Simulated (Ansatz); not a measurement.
A made-up structure of CH$_{2}$NaSi, doublet:

C1  (-0.523, 0.574, -0.419)
Si2  (-0.298, -1.030, 0.184)
Na3  (2.035, -1.802, 1.494)
H4  (3.670, -1.464, 2.539)
H5  (0.217, 1.368, -0.327)
(Å)

It is relaxed with PBE-D4/def2-SVP and then PBE0-D4/def2-TZVP (Ansatz 0.2.0). Atoms count as bonded within 1.22 times the sum of their covalent radii (H–H: 0.88 Å). The end point is not checked to be a true minimum.

(1) Does its bonding change? (Judge from chemistry; the calculation decides.)

Results:

(1) By the calculation: Yes. Formed: C1–Na3, Si2–H4; broken: none.

Where it ends: The first stage lowers the energy by 1.17 eV in 13 steps. It ends as CH₂NaSi ([H]1[Na]2[CH][Si]12):
```xyz
5
angstrom
C 0.6000 0.1419 0.2474
Si 0.1747 -1.0204 1.4329
Na 2.7774 -0.6059 0.3282
H 1.5155 -1.7653 1.7542
H 0.0328 0.8957 -0.2906
```

Labels in which every atom is bracketed show which atoms are joined, not bond orders.

For scale, one of the runs: PBE0-D4/def2-TZVP relaxation, 112 basis functions, launched by `ansatz run in.yaml --threads 2 --pin off --events-out ev --progress --plain --max-ram 4352MiB`. The run took about 99 s on 2 CPU threads of an Intel Xeon Platinum 8259CL (shared host).
